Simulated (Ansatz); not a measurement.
Computed with Ansatz.

A structure relaxed at PBE0-D4/def2-TZVP, charge 0, multiplicity 1:

Cartesian coordinates in Å:
```
C -1.286 1.501 1.418
C -0.888 0.408 1.109
C -0.442 -0.888 0.777
C 0.370 -1.177 -0.254
C 0.895 -0.227 -1.155
C 1.358 0.559 -1.939
H -1.630 2.473 1.681
H -0.788 -1.700 1.409
H 0.651 -2.213 -0.418
H 1.761 1.264 -2.627
```

Question: Give its formula and SMILES.

Answer: C6H4, `C#C/C=C\C#C`.

Question: Point group (tolerance 0.08 Å, 0.16 Å for H)?

Answer: C2v.

Question: Summarise the bond lengths by kind.

Answer: 5 × C–C 1.203 to 1.410 Å; 4 × C–H 1.064 to 1.086 Å.
